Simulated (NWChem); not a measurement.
Species: SiH2 cation, doublet

```xyz
3

Si     0.0000     0.0000     0.0945
H      1.2878     0.0000    -0.6613
H     -1.2878     0.0000    -0.6613
```
Atoms are numbered in this order, from 1.

In the optimisation the excess spin sits in a1 (C2v, its own frame). The geometry was optimised at B3LYP/6-31G* (spherical d), spin-unrestricted. No stability test was run on the SCF state.

Symmetry labels are those of C2v in the frame above (b1 and b2, or b-type labels, depend on it).

Q: List the 4 lowest vertical excitations from PBE/def2-SVPD, spin-unrestricted, TDA (NWChem).

A: 
```
state    energy (eV)  oscillator strength  symmetry of the excitation  <S²>
-------  -----------  -------------------  --------------------------  ----
state 1         2.01                0.006                          b2  0.75
state 2         4.59                0.009                          b1  0.78
state 3         4.60                0.000                          a2  2.71
state 4         5.33                0.000                          a2  0.79
```
